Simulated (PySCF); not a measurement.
**H2SSi at other levels of theory**

What do other methods print for H2SSi?

Computed with PySCF 2.14.0. Level: each script names its method and basis.

### 1 Starting geometry

H2SSi: 4 atoms, charge 0, spin multiplicity 1.

Bond lengths: Si1–S2 1.996 Å, Si1–H3 1.530 Å, Si1–H4 1.530 Å. Angles: S2–Si1–H3 125.0°, S2–Si1–H4 125.0°, H3–Si1–H4 109.9°.

Geometry (Å):

```
Si    0.9125    0.0000    0.4122
S    -0.9065    0.0000   -0.4095
H     1.1970    0.0000    1.9153
H     2.2284    0.0000   -0.3678
```

### 2 Base script

File input.py:

```python
from pyscf import gto, scf, mp

mol = gto.M(
    atom='Si 0.9125 0 0.4122; S -0.9065 0 -0.4095; H 1.197 0 1.9153; H 2.2284 0 -0.3678',
    basis='3-21g',
    charge=0,
    spin=0,
    verbose=4,
)
mf = scf.RHF(mol)
mf.kernel()
mp.MP2(mf, frozen=10).kernel()
mf.dip_moment()
print('orbital energies (hartree):', mf.mo_energy[..., max(0, mol.nelec[1]-3):mol.nelec[0]+3].round(4))
```

Started as:

```
$ OMP_NUM_THREADS=1 python input.py
```

### 3 SCF alone

Edit 1 changes step after the SCF: mp2 → none.

Changes to input.py since step 2:

```diff
@@ -1,2 +1,2 @@
-from pyscf import gto, scf, mp
+from pyscf import gto, scf
 
@@ -11,3 +11,2 @@
 mf.kernel()
-mp.MP2(mf, frozen=10).kernel()
 mf.dip_moment()
```

### 4 Stability test

Edit 2 changes step after the SCF: mp2 → stability.

Changes to input.py since step 2:

```diff
@@ -1,2 +1,2 @@
-from pyscf import gto, scf, mp
+from pyscf import gto, scf
 
@@ -11,3 +11,3 @@
 mf.kernel()
-mp.MP2(mf, frozen=10).kernel()
+mf.stability(internal=True, external=True)
 mf.dip_moment()
```

### 5 CISD

Edit 3 changes step after the SCF: mp2 → cisd; frozen orbitals: 10 → none.

Changes to input.py since step 2:

```diff
@@ -1,2 +1,2 @@
-from pyscf import gto, scf, mp
+from pyscf import gto, scf, ci
 
@@ -11,3 +11,3 @@
 mf.kernel()
-mp.MP2(mf, frozen=10).kernel()
+ci.CISD(mf).kernel()
 mf.dip_moment()
```

### 6 EOM-IP

Edit 4 changes step after the SCF: mp2 → eomip; number of roots: none → 5.

Changes to input.py since step 2:

```diff
@@ -1,2 +1,2 @@
-from pyscf import gto, scf, mp
+from pyscf import gto, scf, cc
 
@@ -11,3 +11,6 @@
 mf.kernel()
-mp.MP2(mf, frozen=10).kernel()
+mycc = cc.CCSD(mf, frozen=10)
+mycc.kernel()
+e = mycc.ipccsd(nroots=5)[0]
+print('roots (eV) =', (e*27.211386).round(3))
 mf.dip_moment()
```

Q: Predict the outcome of this session. Wanted: for each run, E(SCF); from base; gap; SCF dipole; after the SCF.

As calculated:

| run | E(SCF) (hartree) | from base (eV) | cycles | gap (eV) | SCF dipole (D) | after the SCF |
| --- | --- | --- | --- | --- | --- | --- |
| base | -684.102951 | 0 | 10 | 9.90 | 4.02 | MP2 correlation -3.169 eV, core frozen |
| SCF alone | -684.102951 | 0.0000 | 10 | 9.90 | 4.02 | n/a |
| stability test | -684.102951 | 0.0000 | 10 | 9.90 | 4.02 | stable |
| CISD | -684.102951 | 0.0000 | 10 | 9.90 | 4.02 | CISD correlation -3.712 eV |
| EOM-IP | -684.102951 | 0.0000 | 10 | 9.90 | 4.02 | CCSD correlation -3.724 eV, core frozen, first root 8.90 eV |

**Reading.** Total energies from different bases, Hamiltonians or methods carry different errors, so properties are taken as differences within one set-up.
